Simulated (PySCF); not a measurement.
CH, SMILES [CH] (connectivity only; charge and spin as stated), charge +1, multiplicity 1.

Geometry optimised at PBE0-D3(BJ)/def2-TZVPD.

Computed with TDDFT-B3LYP/def2-TZVPD run with PySCF 2.14.0.

Vertical excitations; the highest root listed may be one member of a degenerate set.  State labels are in the subgroup C2v.

```
state  symmetry  energy (eV)  λ (nm)      f                      main pairs
-----  --------  -----------  ------  -----  ------------------------------
S1           B1         2.81     440  0.005      HOMO→LUMO (degenerate set)
S2           B2         2.81     440  0.005    HOMO→LUMO+1 (degenerate set)
S3           A1        12.43     100  0.284                HOMO→LUMO+2 95 %
S4           B2        13.30      93  0.167  HOMO−1→LUMO+1 (degenerate set)
S5           B1        13.30      93  0.167    HOMO−1→LUMO (degenerate set)
S6           A1        15.62      79  0.088                HOMO→LUMO+3 93 %
S7           B2        16.12      77  0.060    HOMO→LUMO+5 (degenerate set)
S8           B1        16.12      77  0.060    HOMO→LUMO+4 (degenerate set)
S9           A1        17.12      72  0.243                HOMO→LUMO+6 97 %
S10          A2        17.41      71  0.000               HOMO→LUMO+7 100 %
T1           B2         0.81    1526      0    HOMO→LUMO+1 (degenerate set)
T2           B1         0.81    1526      0      HOMO→LUMO (degenerate set)
T3           B2         9.32     133      0  HOMO−1→LUMO+1 (degenerate set)
T4           B1         9.32     133      0    HOMO−1→LUMO (degenerate set)
```
Triplets are in the Tamm–Dancoff approximation, which puts them higher than full response would, so one can lie above its singlet here.
